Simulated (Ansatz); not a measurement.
# C3H3FS: basis-set convergence

One table from this session's results is given with a row withheld; the runs are named, their logs left out.

Computed with Ansatz 0.2.0, Gaussian basis. Level: one geometry, several basis sets.

The runs, in order: PBE0-D4/def2-SVP; ωB97M-V/def2-SVP; PBE0-D4/def2-QZVPP; ωB97M-V/def2-QZVPP; the functionals' def2-TZVPP values are taken from earlier runs.

**Structure used throughout**

An earlier PBE0-D4 in a triple-zeta def2 set relaxation fixed the geometry.

SMILES `FCC=C=S`, 8 atoms, charge 0, spin multiplicity 1.

Atoms are counted from 1 here; the program's logs count them from 0.

Bond lengths: F1–C2 1.386 Å, C2–C3 1.491 Å, C2–H6 1.094 Å, C2–H7 1.092 Å, C3–C4 1.307 Å, C3–H8 1.086 Å, C4–S5 1.548 Å. Angles: F1–C2–C3 110.8°, F1–C2–H6 106.9°, F1–C2–H7 108.0°, C3–C2–H6 110.6°, C3–C2–H7 111.0°, H6–C2–H7 109.4°, C2–C3–C4 122.3°, C2–C3–H8 119.1°, C4–C3–H8 118.6°, C3–C4–S5 179.0°.

Geometry (Å):

```xyz
8
charge 0, multiplicity 1
F    -0.94973    1.70329    0.35487
C    -0.09495    0.66636    0.69611
C    -0.33310   -0.52265   -0.17190
C     0.52682   -0.91033   -1.07672
S     1.56544   -1.36582   -2.13072
H    -0.29187    0.42256    1.74395
H     0.93057    1.02641    0.59376
H    -1.26099   -1.07683   -0.06524
```

Set-up of the first run:

in.yaml reads:

```yaml
crystal:
  periodic: [false, false, false]
  atoms:
    - {symbol: F, position_ang: [-0.949726, 1.703291, 0.354866]}
    - {symbol: C, position_ang: [-0.094947, 0.666361, 0.696113]}
    - {symbol: C, position_ang: [-0.333097, -0.522648, -0.171901]}
    - {symbol: C, position_ang: [0.526822, -0.910328, -1.076724]}
    - {symbol: S, position_ang: [1.565441, -1.365818, -2.130725]}
    - {symbol: H, position_ang: [-0.291870, 0.422561, 1.743947]}
    - {symbol: H, position_ang: [0.930567, 1.026412, 0.593763]}
    - {symbol: H, position_ang: [-1.260990, -1.076831, -0.065239]}
basis:
  gaussian: {orbitals: def2-SVP}
hamiltonian: {xc: pbe0, dispersion: d4}
output: {orbitals: {seedname: orbitals}}
```

Started as:

```
> ansatz run in.yaml --threads 2 --pin off --events-out ev --progress --plain --max-ram 4352MiB
```

Among the steps run: PBE0-D4 in def2-SVP; ωB97M-V in def2-SVP; PBE0-D4 in def2-QZVPP; ωB97M-V in def2-QZVPP.

One table of the session follows, with a row left open; its other results are not shown here.

It belongs to the step «Density functionals: the series». 

| functional | basis | HOMO (eV) | LUMO (eV) |
| --- | --- | --- | --- |
| PBE0-D4 | def2-SVP | -6.73 | -2.27 |
| PBE0-D4 | def2-TZVPP | -6.82 | -2.41 |
| PBE0-D4 | def2-QZVPP | -6.85 | -2.45 |
| ωB97M-V | def2-SVP | -8.73 | -0.02 |
| ωB97M-V | def2-TZVPP | -8.84 | -0.22 |
| ωB97M-V | def2-QZVPP | ? | ? |

Estimate the missing values for ωB97M-V, def2-QZVPP.

As computed: HOMO (eV): -8.88; LUMO (eV): -0.30. In the column «HOMO (eV)» it is the lowest.
